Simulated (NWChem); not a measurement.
# Polarisability of CH (+1)

```
C
H 1 1.1472
```
Charge +1, spin multiplicity 1.

Program: NWChem. All single points use one geometry, from PBE0/def2-SVP, a minimum by its harmonic frequencies.

Basis set: Sadlej pVTZ. Static limit.

The correlated methods keep 1 core orbital frozen. The structure started from a generated list of species. Coupled-cluster values serve here as a point of comparison, not as the truth.

### Question
Order these methods by the isotropic polarisability they give, lowest first: BHandHLYP, CCSD linear response, PBE.

### Answer
CCSD linear response (7.34 bohr³), BHandHLYP (7.68 bohr³), PBE (7.80 bohr³)
